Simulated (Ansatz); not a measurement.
Elements on the sites of an ideal hcp lattice, at a guessed lattice constant:

```
CELL_PARAMETERS angstrom
2.70252 -4.68090 0.00000
2.70252 4.68090 0.00000
0.00000 0.00000 8.64806
ATOMIC_POSITIONS crystal
Cu 0.33333 0.16667 0.62500
Cu 0.83333 0.16667 0.62500
Cu 0.33333 0.66667 0.12500
Cu 0.83333 0.66667 0.62500
Cu 0.66667 0.33333 0.37500
Cu 0.16667 0.33333 0.37500
Cu 0.66667 0.83333 0.37500
Cu 0.16667 0.83333 0.37500
Ru 0.33333 0.16667 0.12500
Ru 0.16667 0.33333 0.87500
Rh 0.83333 0.16667 0.12500
Rh 0.66667 0.83333 0.87500
Pt 0.33333 0.66667 0.62500
Pt 0.16667 0.83333 0.87500
Au 0.83333 0.66667 0.12500
Au 0.66667 0.33333 0.87500
```

Cell and atoms were relaxed without symmetry on coarser meshes and computed once more. The calculation used DFT PBE, scalar-relativistic, plane waves, PAW (Ansatz).

Plane waves to 420 eV, a k mesh through Γ of 7×7×4 on the computed 16-atom cell and Gaussian smearing (0.10 eV); no spin polarisation.

The relaxation ran on 3×3×2 (shifted) k points with a smearing of 0.1 eV, from sites shaken by 0.02 Å.

Q: What does the relaxation give?

A: A volume of 13.92 Å³/atom and no gap on the mesh. It lies 0.10 eV/atom above the elements' standard states (static lattices, no corrections for gases). The atoms leave their sites by 0.12 Å (root mean square) and 0.21 Å at most, and the cell stretches by up to 2.0 % at fixed volume.

```yaml
crystal:
  lattice:
    - [2.69829, -4.71038, -0.05438]
    - [2.69060, 4.70594, 0.07752]
    - [0.03703, 0.12185, 8.78273]
  atoms:
    - { symbol: Cu, position: [0.32375, 0.15368, 0.61283] }
    - { symbol: Cu, position: [0.83718, 0.15524, 0.61422] }
    - { symbol: Cu, position: [0.32839, 0.67369, 0.13587] }
    - { symbol: Cu, position: [0.83803, 0.66971, 0.61119] }
    - { symbol: Cu, position: [0.66397, 0.33066, 0.38473] }
    - { symbol: Cu, position: [0.16695, 0.32557, 0.37121] }
    - { symbol: Cu, position: [0.66120, 0.83897, 0.38110] }
    - { symbol: Cu, position: [0.18106, 0.84224, 0.37820] }
    - { symbol: Ru, position: [0.33718, 0.17957, 0.12104] }
    - { symbol: Ru, position: [0.16900, 0.32830, 0.89842] }
    - { symbol: Rh, position: [0.81574, 0.17205, 0.13578] }
    - { symbol: Rh, position: [0.67396, 0.83590, 0.86741] }
    - { symbol: Pt, position: [0.32814, 0.64470, 0.61766] }
    - { symbol: Pt, position: [0.17452, 0.82903, 0.86807] }
    - { symbol: Au, position: [0.83176, 0.68005, 0.14405] }
    - { symbol: Au, position: [0.67173, 0.33267, 0.85647] }
```

The final mesh leaves forces up to 0.45 eV/Å and stresses up to 0.6 GPa: the relaxation ran on a coarser mesh, so the cell's shape, its bonds and its energy belong partly to that mesh.

Spin-orbit coupling is left out, which matters for the bands of heavy elements.

Cost: 2 runs of about 19 core-minutes in all (earlier runs that led there not counted), on Intel Xeon Platinum 8259CL (Skylake/Cascade Lake) (shared hosts).